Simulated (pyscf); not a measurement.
Optimised with ωB97X-D3(BJ)/def2-SVP in PySCF.

### Question
List the bond dissociation enthalpies at 298 K of H₃Si–SiH(SiH₃)–SiH₃ from ωB97M-D3(BJ)/def2-TZVP, from the weakest bond up.

### Answer
Si–Si to SiH₃• + H₃Si–SiH•–SiH₃: 73.7 kcal/mol; H–Si to H₃Si–Si•(SiH₃)–SiH₃ + H•: 84.3 kcal/mol; H–Si to •H₂Si–SiH(SiH₃)–SiH₃ + H•: 88.6 kcal/mol. Ring and multiple bonds, and those that leave no two simple radicals, are not listed. Other isomers of H₃Si–SiH•–SiH₃, •H₂Si–SiH(SiH₃)–SiH₃, H₃Si–Si•(SiH₃)–SiH₃ were not searched in full and may lie lower.
